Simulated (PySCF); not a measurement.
Consider N-methylacetamide, `CNC(C)=O` (C3H7NO). Numbering: `[CH3:1][NH:2][C:3]([CH3:4])=[O:5]`

Computed at ωB97X-D3(BJ)/ma-def2-TZVP // PBE0-D3(BJ)/ma-def2-SVP with PySCF (density fitting, grid level 2). The prefix ma- adds one diffuse s and one diffuse p function on all atoms but H. Zero-point and thermal terms (298.15 K, 1 bar) come from unscaled PBE0-D3(BJ)/ma-def2-SVP harmonic frequencies, with soft modes damped to free rotors in the entropy.

Question: Rank these of its positions by gas-phase deprotonation enthalpy, most acidic first.
A. C4 (carbon α to the carbonyl-type group)
B. C1 (methyl carbon)

Answer: A (1598 kJ/mol), B (1696 kJ/mol).

Question: For C1 (methyl carbon), what are ΔE (electronic) and ΔG(298 K) of the loss of the proton?

Answer: ΔE = 1730 and ΔG = 1667 kJ/mol, beside ΔH = 1696 kJ/mol. The product is `[CH2-]NC(C)=O`.

Caveats: N2 is not listed: the run failed or kept an imaginary mode, or the ion rearranged or equalled another; N–H, O–H and S–H positions are as a rule more acidic than C–H.
